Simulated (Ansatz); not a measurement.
# Solid iodine: volume per atom by level of theory

No measured value is used here.

```
level (code)           value (Å³/atom)
---------------------  ---------------
PBE (Ansatz)                     51.51
PBE-D4 (Ansatz)                  39.32
r²SCAN+rVV10 (Ansatz)            40.67
PBE0-D4 (Ansatz)                   ___
```

### Question
Some entries are withheld; supply them.

### Answer

- PBE0-D4 (Ansatz, a program for electronic structure), value (Å³/atom): 39.83

PBE: the cell comes from a level without a dispersion term, which matters for the spacing of layers, chains or molecules. Cutoffs and k meshes differ between the levels. Ansatz's density-functional and Hartree–Fock values are scalar-relativistic unless marked +SOC, with PAW data made under PBE.
